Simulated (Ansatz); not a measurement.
This geometry of AlF2H + H2 (6 atoms, charge 0, multiplicity 1) is a first-order saddle point.

Theory: RKS BHLYP-D4/def2-mTZVP in Ansatz.

```xyz
6
Properties=species:S:1:pos:R:3
Al -0.019 -0.315 -0.071
F 0.070 -0.050 1.778
F 1.436 0.094 -0.701
H -1.355 0.139 -0.715
H 0.032 -1.845 0.668
H 0.084 -1.107 1.577
```

(1) Which two structures does it join? (They come from a converged band through this point; their orientation in space is the band's.)

(2) How far does it lie above each of them?

## Answers

(1) Bonds broken: H5–H6. Bonds formed: Al1–H5, F2–H6. AlF2H + H2 becomes AlF2H3.

First end point:

```xyz
6
Properties=species:S:1:pos:R:3
Al -0.024 0.211 0.122
F 0.025 0.760 1.659
F 1.401 -0.041 -0.636
H -1.366 0.071 -0.634
H 0.261 -2.158 0.697
H -0.050 -1.926 1.327
```

Last end point:

```xyz
6
Properties=species:S:1:pos:R:3
Al -0.215 -0.744 -0.157
F -0.063 -0.202 1.824
F 1.357 -0.145 -0.142
H -1.317 0.224 -0.698
H -0.339 -2.300 -0.067
H 0.826 0.083 1.777
```

(2) 1.70 eV above the first and 0.43 eV above the second. This is the barrier of this one path; another mechanism may lie lower. The orbitals stay closed-shell, which can raise the energy where a bond breaks towards radicals; this wasn't checked here.

Time of the run: 2.7 min on 1 thread of Arm Neoverse V1 (shared host), peak memory 0.12 GiB.
